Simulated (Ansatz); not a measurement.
Input file:

```yaml
crystal:
  periodic: [false, false, false]
  atoms:
    - {symbol: Cl, position_ang: [0.000000, 0.000000, -1.568000]}
    - {symbol: H, position_ang: [0.000000, 0.000000, 0.109000]}
    - {symbol: Cl, position_ang: [0.000000, 0.000000, 1.459000]}
basis:
  gaussian: {orbitals: cc-pVTZ}
magnetization: {spin_polarized: false, initial_magnetization: 1}
correlation: {method: fic_mrcisd_q, electrons: outside_noble_gas, active_space: {window: {electrons: 15, orbitals: 9}, shells: [{species: Cl, l: s, shell: 3}, {species: Cl, l: p, shell: 3}, {species: H, l: s, shell: 1}]}}
```

```sh
$ ansatz run in.yaml --threads 2 --pin off --events-out ev --progress --plain --max-ram 16896MiB --backend cuda --devices 0, --max-vram 18GiB
```

Log:

```
930 factors; integrals over basis functions are off by at most 2.3e-7 eV
mean field evaluation 1: about -25021.5270 eV, gradient 1.1e1 eV
mean field evaluation 2: about -25021.5294 eV, gradient 1.1e1 eV
mean field evaluation 4: about -25022.2800 eV, gradient 1.8e0 eV
mean field evaluation 8: about -25022.3308 eV, gradient 6.1e-4 eV
mean field evaluation 16: about -25022.3217 eV, gradient 6.8e-1 eV
mean field evaluation 32: about -25020.5181 eV, gradient 6.7e0 eV
mean field evaluation 64: about -25022.3313 eV, gradient 2.3e-2 eV
mean field evaluation 96: about -25022.3282 eV, gradient 9.6e-1 eV
mean field -25022.33121391 eV, -919.5537113660 hartree, gradient 4.8e-6 eV, S^2 0.750000; 11 other end points of the search recorded, 0 dependent functions left out
reference -25022.33121391 eV, -919.5537113660 hartree; 18, 17 occupied and 64, 65 virtual orbitals, 930 factors
state -25022.78430952 eV, -919.5703623226 hartree
contracted CI cycle   1: correlation 0.00000000 eV, 0.0000000000 hartree, residual 3.06e1 eV
contracted CI cycle   2: correlation -9.59204715 eV, -0.3525012310 hartree, residual 5.02e0 eV
contracted CI cycle   3: correlation -9.88259603 eV, -0.3631787054 hartree, residual 1.04e0 eV
contracted CI cycle   4: correlation -9.89470777 eV, -0.3636238035 hartree, residual 2.33e-1 eV
contracted CI cycle   5: correlation -9.89533675 eV, -0.3636469182 hartree, residual 5.72e-2 eV
contracted CI cycle   6: correlation -9.89537142 eV, -0.3636481924 hartree, residual 1.11e-2 eV
contracted CI cycle   7: correlation -9.89537266 eV, -0.3636482379 hartree, residual 2.51e-3 eV
contracted CI cycle   8: correlation -9.89537272 eV, -0.3636482403 hartree, residual 5.33e-4 eV
state -25022.78430952 eV, -919.5703623226 hartree; corrected -25033.90488743 eV, -919.9790360228 hartree
Total energy: -25033.90488743 eV, -919.9790360228 hartree
Checks for a lower state left out: starts, orbital_swaps
```

Natural occupations: 2.0000 1.9998 1.9995 1.9995 1.9987 1.9987 1.9792 1.0008 0.0238.

Ran on 2 threads of AMD EPYC 7R13 with a shared H100 80 GB, shared host: 5.5 s wall, 0.87 GiB peak host memory.
